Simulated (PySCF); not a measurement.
Task: Write Cartesian coordinates for `C=C[C@@H](C)NC` as optimised with GFN2-xTB.

Result: 
```xyz
17
C5H11N angstrom
C      1.8894   -1.2944    0.0175
C      1.0146   -0.4733   -0.5303
C      0.0824    0.4180    0.2398
C      0.5454    1.8701    0.1048
N     -1.2591    0.2940   -0.3167
C     -1.8755   -0.9866   -0.0433
H      2.5549   -1.8992   -0.5748
H      1.9816   -1.3938    1.0873
H      0.9262   -0.3840   -1.6040
H      0.1113    0.1306    1.3098
H      0.4851    2.1776   -0.9360
H     -0.0847    2.5282    0.7004
H      1.5734    1.9681    0.4444
H     -1.8449    1.0396    0.0489
H     -1.2727   -1.7709   -0.5011
H     -2.8689   -1.0031   -0.4885
H     -1.9656   -1.2089    1.0320
```

Orientation and origin are arbitrary. Atoms count from 1 in this order. The 3 C–C bonds span 1.319 Å (C1=C2, drawn double) to 1.530 Å (C3–C4, drawn single), a spread of 0.211 Å. N5 (secondary amine nitrogen) is pyramidal (angles 113.3°, 109.6° and 109.3°, sum 332.2°, 0.40 Å off the plane of its three neighbours). Of the pairs four or more bonds apart, C2···H15 is among the closest relative to their van der Waals radii: 2.63 Å, 91 % of the sum of Bondi's values.

Bonds between heavy atoms (Å): C1=C2 1.319, C2–C3 1.502, C3–C4 1.530, C3–N5 1.458, N5–C6 1.447.

The geometry is computed with GFN2-xTB (gas phase).

Point group: C1 (no symmetry element, even within 0.4 Å). Not checked by GFN2-xTB frequencies. One conformer, not necessarily the lowest (C1–C2–C3–C4 108°, C2–C3–N5–C6 70°).
